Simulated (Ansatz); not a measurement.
**quartet Si3H7: levels of theory compared**

Wanted: a comparison of 6 runs (UB3LYP/6-31G*, U-r2SCAN/cc-pVDZ, U-wB97X/cc-pVDZ, UB3LYP/cc-pVDZ, UPBE/cc-pVDZ, UCCSD(T)/cc-pVDZ) of quartet Si3H7. 

The results are computed with Ansatz 0.2.0.

26 further runs of the same task are left out: 26 set aside as unsound or not needed.

**1. The molecule**

Si3H7 has 10 atoms, charge 0, and is taken as a quartet. SMILES of the parent species: `[SiH3][SiH][SiH3]`. Geometry: relaxed at PBE0-D4/def2-TZVP. That shape belongs to the parent species and isn't relaxed for this state.

Bond lengths: Si1–Si2 2.324 Å, Si2–Si3 2.324 Å, Si1–H4 1.487 Å, Si1–H5 1.487 Å, Si1–H6 1.490 Å, Si2–H7 1.491 Å, Si3–H8 1.487 Å, Si3–H9 1.490 Å, Si3–H10 1.487 Å. Some angles: Si1–Si2–Si3 117.3°, Si1–Si2–H7 113.2°, Si3–Si2–H7 113.2°, Si2–Si1–H4 108.6°, Si2–Si1–H5 110.1°, Si2–Si1–H6 112.2°, Si2–Si3–H8 108.6°, Si2–Si3–H9 112.2°, Si2–Si3–H10 110.1°, H4–Si1–H5 109.1°.

**2. A single-point energy at UB3LYP/6-31G(d) (Cartesian functions) (run 1)**

File job.yaml:

```yaml
basis:
  gaussian:
    orbitals: "6-31G*"
crystal:
  periodic: [false, false, false]
  atoms:
    - {symbol: Si, position_ang: [-1.326900, 0.854900, -1.209200]}
    - {symbol: Si, position_ang: [0.719400, -0.131600, -0.719600]}
    - {symbol: Si, position_ang: [1.000400, -1.003300, 1.416100]}
    - {symbol: H, position_ang: [-2.411900, -0.065200, -0.777100]}
    - {symbol: H, position_ang: [-1.443700, 1.089800, -2.673000]}
    - {symbol: H, position_ang: [-1.505500, 2.157900, -0.508900]}
    - {symbol: H, position_ang: [1.885800, 0.672200, -1.184600]}
    - {symbol: H, position_ang: [-0.178100, -1.849500, 1.741300]}
    - {symbol: H, position_ang: [1.115000, 0.064100, 2.449300]}
    - {symbol: H, position_ang: [2.228500, -1.840300, 1.468800]}
magnetization:
  spin_polarized: true
  initial_magnetization: 3
hamiltonian:
  xc: {name: B3LYP}
accuracy: high
output: {orbitals: {seedname: orbitals}}
```

Launch:

```sh
$ ansatz run job.yaml --threads 1 --pin off --max-ram 3480MiB --events-out events.jsonl --progress --plain --runs-dir runs
```

Log:

```text
Warning: RAYON_NUM_THREADS=1 ignored (pool sized by the plan → 1); use --threads N
Functional definition: B3LYP
  name "B3LYP"
  parameter a0 = 0.2
  parameter ax = 0.72
  parameter ac = 0.81
  exchange = (1 - a0 - ax)*slater_x + ax*b88_x + a0*exact_x
  correlation = (1 - ac)*vwn_rpa_c + ac*lyp_c
1591 factors; integrals over basis functions are off by at most 3.8e-9 eV
mean field evaluation 1: about -23738.8867 eV, gradient 7.9e0 eV
mean field evaluation 2: about -23739.3695 eV, gradient 3.7e0 eV
mean field evaluation 4: about -23739.4937 eV, gradient 2.5e-1 eV
mean field evaluation 8: about -23739.6946 eV, gradient 3.5e-2 eV
mean field evaluation 16: about -23739.6946 eV, gradient 7.7e-4 eV
mean field evaluation 32: about -23739.6946 eV, gradient 2.8e-8 eV
mean field -23739.69460568 eV, -872.4176854156 hartree, gradient 2.8e-8 eV, S^2 3.754655; 4 other end points of the search recorded, 0 dependent functions left out
reference -23739.69465548 eV, -872.4176872459 hartree; 26, 23 occupied and 45, 48 virtual orbitals, 1591 factors
Total energy: -23739.69465548 eV, -872.4176872459 hartree
```

Wall time 21 s (1 thread of Arm Neoverse V2, shared host); peak memory 0.35 GiB.

**3. The energy at U-r2SCAN/cc-pVDZ (run 2)**

File input.yaml:

```yaml
crystal:
  periodic: [false, false, false]
  atoms:
    - symbol: Si
      position_ang: [-1.326900, 0.854900, -1.209200]
    - symbol: Si
      position_ang: [0.719400, -0.131600, -0.719600]
    - symbol: Si
      position_ang: [1.000400, -1.003300, 1.416100]
    - symbol: H
      position_ang: [-2.411900, -0.065200, -0.777100]
    - symbol: H
      position_ang: [-1.443700, 1.089800, -2.673000]
    - symbol: H
      position_ang: [-1.505500, 2.157900, -0.508900]
    - symbol: H
      position_ang: [1.885800, 0.672200, -1.184600]
    - symbol: H
      position_ang: [-0.178100, -1.849500, 1.741300]
    - symbol: H
      position_ang: [1.115000, 0.064100, 2.449300]
    - symbol: H
      position_ang: [2.228500, -1.840300, 1.468800]
basis:
  gaussian: {orbitals: cc-pVDZ}
magnetization: {spin_polarized: true, initial_magnetization: 3}
hamiltonian: {xc: r2scan}
accuracy: high
output: {orbitals: {seedname: orbitals}}
```

Launch:

```sh
$ ansatz run input.yaml --threads 1 --pin off --max-ram 3480MiB --events-out events.jsonl --progress --plain --runs-dir runs
```

Log:

```text
Warning: RAYON_NUM_THREADS=1 ignored (pool sized by the plan → 1); use --threads N
Functional definition: r2SCAN
  name "r2SCAN"
  parameter k0 = 0.174
  parameter k1 = 0.065
  parameter a1 = 4.9479
  exchange = r2scan_x(k0 = k0, k1 = k1, a1 = a1)
  correlation = r2scan_c
2120 factors; integrals over basis functions are off by at most 3.9e-9 eV
mean field evaluation 1: about -23736.2074 eV, gradient 9.5e0 eV
mean field evaluation 2: about -23736.5509 eV, gradient 7.5e0 eV
mean field evaluation 4: about -23737.1002 eV, gradient 4.8e-1 eV
mean field evaluation 8: about -23737.0912 eV, gradient 1.2e-1 eV
mean field evaluation 16: about -23737.0914 eV, gradient 1.3e-4 eV
mean field evaluation 32: about -23735.8332 eV, gradient 3.4e0 eV
mean field evaluation 64: about -23736.2221 eV, gradient 1.2e0 eV
mean field -23737.09135122 eV, -872.3220175790 hartree, gradient 6.1e-8 eV, S^2 3.759163; 8 other end points of the search recorded, 0 dependent functions left out
reference -23737.09135421 eV, -872.3220176888 hartree; 26, 23 occupied and 63, 66 virtual orbitals, 2120 factors
Total energy: -23737.09135421 eV, -872.3220176888 hartree
```

Run time: 64 s. Hardware: 1 thread of Arm Neoverse V2, shared host; peak memory 0.49 GiB.

Runs 3 to 5 aren't shown in full; the table further down has their settings and results.

**4. A single-point energy at UCCSD(T)/cc-pVDZ (run 6)**

File in.yaml:

```yaml
crystal:
  periodic: [false, false, false]
  atoms:
    - {symbol: Si, position_ang: [-1.326900, 0.854900, -1.209200]}
    - {symbol: Si, position_ang: [0.719400, -0.131600, -0.719600]}
    - {symbol: Si, position_ang: [1.000400, -1.003300, 1.416100]}
    - {symbol: H, position_ang: [-2.411900, -0.065200, -0.777100]}
    - {symbol: H, position_ang: [-1.443700, 1.089800, -2.673000]}
    - {symbol: H, position_ang: [-1.505500, 2.157900, -0.508900]}
    - {symbol: H, position_ang: [1.885800, 0.672200, -1.184600]}
    - {symbol: H, position_ang: [-0.178100, -1.849500, 1.741300]}
    - {symbol: H, position_ang: [1.115000, 0.064100, 2.449300]}
    - {symbol: H, position_ang: [2.228500, -1.840300, 1.468800]}
basis:
  gaussian:
    orbitals: cc-pVDZ
magnetization:
  spin_polarized: true
  initial_magnetization: 3
correlation:
  method: ccsd_t
  frozen_orbitals: {H: 0, Si: 5}
accuracy: high
scf:
  omitted_lower_state_checks: [cluster_reference, increment]
```

Launch:

```sh
$ ansatz run in.yaml --threads 1 --pin off --max-ram 3480MiB --events-out events.jsonl --progress --plain --runs-dir runs
```

Log:

```text
Warning: RAYON_NUM_THREADS=1 ignored (pool sized by the plan → 1); use --threads N
[... 13 lines left out ...]
15 core orbitals not correlated: weight in the atoms' cores, before any rotation towards them, 1.000 or more for the frozen orbitals, at most 0.000 for the correlated occupied ones
[... 38 lines left out ...]
Total energy: -23700.21190287 eV, -870.9667228499 hartree
Checks for a lower state left out: cluster_reference, increment
```

It took 69 s on 1 thread of Arm Neoverse V2, shared host; peak memory 0.83 GiB.

**5. All runs side by side**

| run | level | Cartesian functions | frozen core orbitals | energy (Eh) | HOMO energy (eV) | ⟨S²⟩ | wall time |
| --- | --- | --- | --- | --- | --- | --- | --- |
| 1 | UB3LYP/6-31G* (Cartesian functions) | yes | – | -872.417687 | -1.97 | 3.755 | 21 s |
| 2 | U-r2SCAN/cc-pVDZ | no | – | -872.322018 | -1.66 | 3.759 | 64 s |
| 3 | U-wB97X/cc-pVDZ | no | – | -872.372092 | -3.90 | 3.757 | 2.4 min |
| 4 | UB3LYP/cc-pVDZ | no | – | -872.464716 | -2.01 | 3.755 | 28 s |
| 5 | UPBE/cc-pVDZ | no | – | -871.943813 | -1.54 | 3.755 | 25 s |
| 6 | UCCSD(T)/cc-pVDZ | no | 15 | -870.966723 | – | 3.765 | 69 s |

**6. Outcome**

```
                                           quantity          value
                                run 6: total energy  -870.96672 Eh
run 6: correlation energy (15 core orbitals frozen)     -371.1 mEh
                              run 6: (T) correction     -11.15 mEh
           run 6: ⟨S²⟩ of the reference determinant          3.765
                               run 6: T1 diagnostic          0.021
```

What this shows: Totals of different functionals can't be ranked against each other. All runs together took 5.9 min, the longest 2.4 min.
